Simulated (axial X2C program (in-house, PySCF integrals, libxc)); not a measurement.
**CCl⁻: cheaper levels and CCSD(T), 2c**

All values were computed with an in-house all-electron X2C program for linear molecules (integrals from PySCF). Two-component (2c) means X2C with spin–orbit coupling and atomic mean-field two-electron Coulomb and Gaunt terms. Basis: Cl dyall-av3z [9s8p3d2f], C dyall-av3z [8s7p3d2f] (cores contracted in-house); Gaussian nuclei, density fitting, unrestricted open shells. Masses: Cl 34.969 u, C 12.000 u.

State: Ω = 1 (⟨Sz⟩ = 1.00, ⟨Lz⟩ = 0.00 at HF); fragments Cl- + C.

| level | Re (Å) | ωe (cm⁻¹) | De (eV) |
| --- | --- | --- | --- |
| PBE0 | 1.854 | 520.3 | 2.05 |
| HF | 1.994 | 345.9 | 0.801 |
| MP2 | 1.859 | 517.3 | 1.67 |
| CCSD | 1.890 | 473.2 | 1.54 |
| r2SCAN | 1.876 | 490.5 | 2.09 |

Correlated methods: 12 electrons correlated (number of frozen shells: Cl 2 s, 1 p; C 1 s), 198 virtual spin orbitals or spinors in MP2, 90 natural virtuals in coupled cluster.

CCSD(T), same Hamiltonian and basis:

Re = 1.891 Å, ωe = 477.9 cm⁻¹, De = 1.64 eV; T1 = 0.018 (Lee–Taylor normalisation).

(1) Give the differences from CCSD(T) in the columns below.

Occupations by symmetry block were frozen at the best pattern of an incomplete PBE0 search. Dissociation energies refer to the lowest single-determinant-based atoms at the same level and basis. Density functionals use the spin component along the axis (collinear). CCSD and (T) use frozen natural virtuals with an MP2 correction for the truncation; (T) itself is uncorrected, so its De runs slightly low. In 2c an atomic determinant is not the ground J level, so De misses part of the atomic spin–orbit lowering. This holds for PBE0, MP2, CCSD, r2SCAN, CCSD(T). Without a current term, density functionals place determinants with orbital angular momentum somewhat too high. With several unpaired electrons one determinant need not be a pure state. Open-shell Ω = 0 determinants with evenly filled partner blocks cannot be reached by this program, so the Ω shown need not be the lowest component. This is the Ω = 1 component of a π² triplet; the 0⁺ component is not one determinant and can lie lowest. The highest occupied level of some functionals is positive through self-interaction error; at Hartree–Fock it is bound. Hartree–Fock gets electron affinities wrong, so its lowest charge split need not be the true one.

Answers

(1) 

```
 level  ΔRe (Å)  Δωe (cm⁻¹)  ΔDe (eV)
  PBE0   -0.037          42      0.41
    HF    0.103        -132     -0.84
   MP2   -0.032          39      0.03
  CCSD   -0.001          -5     -0.10
r2SCAN   -0.015          13      0.45
```
